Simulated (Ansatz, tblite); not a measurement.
# TeBr2: rung by rung

How do method and basis change the picture of TeBr2 (singlet)?

Computed with Ansatz 0.2.0, Gaussian basis. Level: as each input shows.

The runs, in order: GFN1-xTB, GFN2-xTB, PBE-D4/def2-TZVP, r2SCAN-D4/def2-TZVP, CAM-B3LYP-D4/def2-TZVP, ωB97M-V/def2-TZVP, revPBE-D4/def2-TZVP, HSE06-D4/def2-TZVP, B3LYP-D4/def2-TZVP, r2SCANh-D4/def2-TZVP, B97M-V/def2-TZVP, PBE-D4/def2-SVP, PBE0-D4/def2-SVP, PBE0-D4/def2-TZVPD, PBE-D4/def2-TZVPD, r2SCAN-D4/def2-TZVPD, CCSD(T)/def2-TZVPP, MP2/def2-TZVP, RPA/def2-TZVP.

1 further run of the same task is left out (set aside as unsound or not needed). Runs told in other sessions of the task aren't counted.

## Step 1: The structure

The geometry is that of the singlet, from an earlier relaxation (r2SCAN-D4/def2-TZVP).

3 atoms, charge 0, spin multiplicity 1.

Bond lengths: Te1–Br2 2.490 Å, Te1–Br3 2.490 Å. Angles: Br2–Te1–Br3 100.8°.

Te takes a core potential in the def2 sets. No spin-orbit coupling is included.

PBE0-D4/def2-TZVP was run before; its log isn't repeated, and its numbers join the tables.

## Step 2: GFN1-xTB

Tight binding, by tblite at 300 K electronic temperature and without a spin-polarisation term:

```python
tblite.interface.Calculator('GFN1-xTB', numbers, positions, charge=0, uhf=0).singlepoint()
```

Energy -315.0775 eV, HOMO -10.44 eV, LUMO -8.05 eV; 0.013 s.

## Step 3: GFN2-xTB

Tight binding, by tblite at 300 K electronic temperature and without a spin-polarisation term:

```python
tblite.interface.Calculator('GFN2-xTB', numbers, positions, charge=0, uhf=0).singlepoint()
```

Energy -308.2368 eV, HOMO -10.98 eV, LUMO -8.07 eV; 0.01 s.

## Step 4: PBE-D4/def2-TZVP

start.molden holds the orbitals of an earlier run on this state, given as this run's starting guess.

The input, in.yaml:

```yaml
crystal:
  periodic: [false, false, false]
  atoms:
    - {symbol: Te, position_ang: [0.005033, -0.006885, -1.057568]}
    - {symbol: Br, position_ang: [1.916163, -0.018831, 0.538061]}
    - {symbol: Br, position_ang: [-1.921196, 0.025706, 0.519506]}
basis:
  gaussian: {orbitals: def2-TZVP, initial_orbitals: start.molden}
hamiltonian: {xc: pbe, dispersion: d4}
scf: {omitted_lower_state_checks: [starts]}
output: {orbitals: {seedname: orbitals}}
```

Run with:

```console
ansatz run in.yaml --threads 4 --pin off --events-out ev --progress --plain --max-ram 3916MiB
```

Further steps of the session: r2SCAN-D4/def2-TZVP; CAM-B3LYP-D4/def2-TZVP; ωB97M-V/def2-TZVP; revPBE-D4/def2-TZVP; HSE06-D4/def2-TZVP; B3LYP-D4/def2-TZVP; r2SCANh-D4/def2-TZVP; B97M-V/def2-TZVP; PBE-D4/def2-SVP; PBE0-D4/def2-SVP; PBE0-D4/def2-TZVPD; PBE-D4/def2-TZVPD; r2SCAN-D4/def2-TZVPD; CCSD(T)/def2-TZVPP; MP2/def2-TZVP; RPA/def2-TZVP.

Before running them: what should the planned runs give, taken together? Wanted: gap in def2-TZVP, named functionals, smallest and largest; correlation energy, CCSD(T)/def2-TZVPP; correlation energy, MP2/def2-TZVP; binding an atom, CCSD(T)/def2-TZVPP; PBE0 total energy, smallest basis above largest.

**Answer**, as computed:

| quantity | value |
| --- | --- |
| gap in def2-TZVP, named functionals, smallest and largest | 1.70 eV (PBE-D4), 7.61 eV (ωB97M-V) |
| correlation energy, CCSD(T)/def2-TZVPP | -27.65 eV |
| correlation energy, MP2/def2-TZVP | -27.23 eV |
| binding an atom, CCSD(T)/def2-TZVPP | 1.504 eV |
| PBE0 total energy, smallest basis above largest | 17.52 eV (def2-SVP, def2-TZVPD) |

In words: Over the named functionals in def2-TZVP the gap runs from 1.70 eV (PBE-D4) to 7.61 eV (ωB97M-V); exact exchange widens it. The functionals in def2-TZVP miss CCSD(T)/def2-TZVPP by +0.052 (CAM-B3LYP-D4) to +0.317 eV (PBE-D4) an atom. CCSD(T)/def2-TZVPP isn't at the basis-set limit; small misses against it rank nothing.
